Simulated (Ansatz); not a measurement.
# Two structures, one formula

The two ends of one reaction step of CH₅BO, closed shell (PBE0-D4/def2-TZVP).

A:

| atom | x (Å) | y (Å) | z (Å) |
| --- | --- | --- | --- |
| B1 | 0.1434 | -1.1534 | -0.8332 |
| H2 | -0.7991 | 0.6901 | 2.0696 |
| O3 | 0.6071 | -0.6467 | 0.3033 |
| C4 | 0.4484 | 0.3252 | -0.8289 |
| H5 | -1.2835 | 1.1980 | 2.3259 |
| H6 | -0.2022 | -2.2115 | -1.2346 |
| H7 | 1.3986 | 0.7240 | -1.1718 |
| H8 | -0.3127 | 1.0743 | -0.6301 |

B:

```json
{"atom": "B1", "x (Å)": "-0.2560", "y (Å)": "-1.1136", "z (Å)": "0.7177"}
{"atom": "H2", "x (Å)": "0.0320", "y (Å)": "-0.5014", "z (Å)": "1.7134"}
{"atom": "O3", "x (Å)": "-0.2040", "y (Å)": "-0.5159", "z (Å)": "-0.4791"}
{"atom": "C4", "x (Å)": "0.1821", "y (Å)": "0.8352", "z (Å)": "-0.6322"}
{"atom": "H5", "x (Å)": "-0.6355", "y (Å)": "1.3847", "z (Å)": "-1.1029"}
{"atom": "H6", "x (Å)": "-0.5964", "y (Å)": "-2.2605", "z (Å)": "0.7357"}
{"atom": "H7", "x (Å)": "1.0559", "y (Å)": "0.8804", "z (Å)": "-1.2851"}
{"atom": "H8", "x (Å)": "0.4219", "y (Å)": "1.2910", "z (Å)": "0.3327"}
```

Computed with Ansatz 0.2.0 (basis: def2-TZVPP); correlated methods freeze the cores. B3LYP uses VWN-RPA correlation.

(1) Which structure is lower at CCSD(T), and by how much? (To be estimated.)

T1 diagnostic: at most 0.016.

Answers

(1) Computed: B, by 1.848 eV (electronic energy, against the other). By their contacts, A is a complex of CH₃BO ([BH]1[CH2][O]1) + H₂ and B is CH₅BO ([BH2][O][CH3]).

All methods give the same order:

```json
{"method": "SPW92", "E(B) − E(A) (eV)": "-1.918"}
{"method": "PBE-D4", "E(B) − E(A) (eV)": "-1.698"}
{"method": "BLYP-D4", "E(B) − E(A) (eV)": "-1.722"}
{"method": "r2SCAN-D4", "E(B) − E(A) (eV)": "-1.778"}
{"method": "B97M-V", "E(B) − E(A) (eV)": "-1.770"}
{"method": "PBE0-D4", "E(B) − E(A) (eV)": "-1.856"}
{"method": "B3LYP-D4", "E(B) − E(A) (eV)": "-1.860"}
{"method": "r2SCAN0-D4", "E(B) − E(A) (eV)": "-1.897"}
{"method": "BHLYP-D4", "E(B) − E(A) (eV)": "-2.050"}
{"method": "CAM-B3LYP-D4", "E(B) − E(A) (eV)": "-1.935"}
{"method": "wB97X-V", "E(B) − E(A) (eV)": "-1.857"}
{"method": "wB97M-V", "E(B) − E(A) (eV)": "-1.819"}
{"method": "B2PLYP", "E(B) − E(A) (eV)": "-1.846"}
{"method": "PBE-QIDH", "E(B) − E(A) (eV)": "-1.914"}
{"method": "RPA on PBE", "E(B) − E(A) (eV)": "-1.794"}
{"method": "HF", "E(B) − E(A) (eV)": "-2.161"}
{"method": "MP2", "E(B) − E(A) (eV)": "-1.796"}
{"method": "CCSD", "E(B) − E(A) (eV)": "-1.915"}
{"method": "CCSD(T)", "E(B) − E(A) (eV)": "-1.848"}
```

Labels in which every atom is bracketed show which atoms are joined, not bond orders.

For scale, one of the runs: CCSD(T)/def2-TZVPP, 163 basis functions, launched by `ansatz run in.yaml --threads 2 --pin off --events-out ev --progress --plain --max-ram 4352MiB`. The run took 23 s on 2 CPU threads of an Arm Neoverse V1 (shared host), with 1.3 GiB of host memory at its peak.
